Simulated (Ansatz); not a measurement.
Compare A (`F/C=C\CF`) with its isomer B (`C=CC(F)F`).

Program: Ansatz. Geometries: PBE0-D4/def2-TZVP. ΔE: electronic, gas phase. CCSD(T)/CBS adds triple-zeta CCSD(T) − MP2 to the extrapolated MP2 energy (def2 sets, frozen cores). DFT in def2-TZVPP. B3LYP here is the variant with VWN-RPA as its local correlation; programs differ in this. Each species was taken in one conformer, which may not be the lowest.

Question: Which isomer does CCSD(T)/CBS put lower? Give the gap. (Best estimate.)

Answer: Computed: B, by 7.7 kcal/mol.

Question: Give E(B) − E(A) in kcal/mol with BLYP-D4, CCSD(T)/def2-TZVPP, HF/def2-TZVPP, PBE0-D4, B2PLYP, B3LYP, ωB97M-V. (An estimate is asked.)

Answer: Computed: BLYP-D4 -5.8, CCSD(T)/def2-TZVPP -8.0, HF/def2-TZVPP -8.5, PBE0-D4 -6.6, B2PLYP -7.1, B3LYP -6.3, ωB97M-V -7.5. None reverses the order clearly.

Question: Does the order hold for the free energy at 298.15 K (harmonic terms from PBE0-D4)? (Estimate.)

Answer: Computed: Yes: G(B) − G(A) = -7.6 kcal/mol, for one conformer each.

Largest T1 diagnostic: 0.012.

At CCSD(T), def2-SVP lies −1.4 kcal/mol from the extrapolated value and def2-TZVPP −0.3 kcal/mol. From BLYP to BHLYP (50 % exact exchange), in def2-TZVPP and without D4, E(B) − E(A) moves by −1.9 kcal/mol.
